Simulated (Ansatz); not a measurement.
C3H4S, SMILES `SC1=CC1`, relaxed with RKS PBE-D4/def2-SVP in Ansatz from a rough embedded geometry. The force threshold is 0.03 eV/Å; the program also tests the step.

The species carries charge 0 and has multiplicity 1.

Start:

```xyz
8

S    -1.717   -0.451   -0.337
C    -0.109   -0.500   -0.050
C     0.734    0.246   -0.705
C     0.771    0.377    0.641
H    -2.008   -1.797   -0.263
H     0.490    0.880   -1.572
H     1.552   -0.037    1.236
H     0.287    1.282    1.050
```

| step | energy (eV) | largest force (eV/Å) | largest move (Å) |
| --- | --- | --- | --- |
| 1 | -13992.7626 | 5.887 | 0.000 |
| 2 | -13993.7792 | 2.266 | 0.198 |
| 3 | -13994.1726 | 1.490 | 0.195 |
| 4 | -13994.3782 | 1.032 | 0.200 |
| 5 | -13994.4753 | 0.946 | 0.195 |
| 6 | -13994.5714 | 0.651 | 0.200 |
| 7 | -13994.5955 | 0.630 | 0.129 |
| 8 | -13994.6089 | 0.201 | 0.061 |
| 9 | -13994.6105 | 0.083 | 0.025 |
| 10 | -13994.6109 | 0.014 | 0.021 |

End:

```xyz
8

S    -1.753   -1.116   -0.711
C    -0.344   -0.168   -0.403
C     0.618    0.610   -0.851
C     0.628    0.329    0.636
H    -1.939   -1.517    0.579
H     1.115    1.128   -1.675
H     1.371   -0.378    1.068
H     0.303    1.112    1.356
```

Run time 13 s (2 threads of an Arm Neoverse V1 on a shared host); peak host memory 0.14 GiB.
